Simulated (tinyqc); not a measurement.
Extended Hueckel theory, for LiH+, step by step. The parameters take no account of the charge, which enters only through the electron count. One step of it, computed by the program tinyqc.

Task: Wolfsberg-Helmholz matrix. H_ij = K' S_ij (H_ii + H_jj)/2 for i != j (the diagonal keeps H_ii), with K' = 1.5.

overlap S, order 1Li 2s, 1Li 2px, 1Li 2py, 1Li 2pz, 2H 1s:
```
[[1.000000, 0.000000, 0.000000, 0.000000, 0.348320],
 [0.000000, 1.000000, 0.000000, 0.000000, 0.000000],
 [0.000000, 0.000000, 1.000000, 0.000000, 0.000000],
 [0.000000, 0.000000, 0.000000, 1.000000, 0.472612],
 [0.348320, 0.000000, 0.000000, 0.472612, 1.000000]]
```

diagonal H_ii (eV): [-5.400000, -3.500000, -3.500000, -3.500000, -13.600000]

K = 1.500000

Give: H.

Result:

H (eV), order 1Li 2s, 1Li 2px, 1Li 2py, 1Li 2pz, 2H 1s:
```
[[-5.4000, 0.0000, 0.0000, 0.0000, -4.9636],
 [0.0000, -3.5000, 0.0000, 0.0000, 0.0000],
 [0.0000, 0.0000, -3.5000, 0.0000, 0.0000],
 [0.0000, 0.0000, 0.0000, -3.5000, -6.0612],
 [-4.9636, 0.0000, 0.0000, -6.0612, -13.6000]]
```
